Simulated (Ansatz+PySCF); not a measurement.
The numbers below are computed, except where a source is named.
Input for Ansatz (development build ahead of 0.2.0):

```yaml
crystal:
  periodic: [false, false, false]
  atoms:
    - { symbol: O, position_ang: [0.0, 0.0, -0.16274] }
    - { symbol: H, position_ang: [0.0, 0.0, 1.3019] }
    - { symbol: "N", position_ang: [30.0, 0.0, -0.28787] }
    - { symbol: H, position_ang: [30.0, 0.0, 2.01506] }
basis:
  gaussian: { orbitals: "6-31G" }
magnetization:
  spin_polarized: true
  initial_magnetization: 3
hamiltonian:
  xc: hf
correlation:
  method: mp2
  frozen_orbitals: { H: 0, "N": 1, O: 1 }
output:
  forces: true
```

The input is written out in the form of the current development build from the run's settings.

The run gave:

| Item | Value |
| --- | --- |
| Converged | yes |
| Reference energy | -130.17706 hartree |
| Correlation energy | -0.09902 hartree |
| Total energy | -130.27608 hartree |
| Spin squared of the determinant | 5.204 |
| Stability test | minimum |

Forces (eV/Å):
```json
{"atom": "O1", "Fx": "0.000", "Fy": "0.000", "Fz": "4.579"}
{"atom": "H2", "Fx": "0.000", "Fy": "0.000", "Fz": "-4.579"}
{"atom": "N3", "Fx": "0.000", "Fy": "0.000", "Fz": "0.078"}
{"atom": "H4", "Fx": "0.000", "Fy": "0.000", "Fz": "-0.078"}
```

Caution: bonds are stretched, where a single reference can fail; the unrestricted determinant is a mixture of spin states; a plain start can end on a higher determinant.
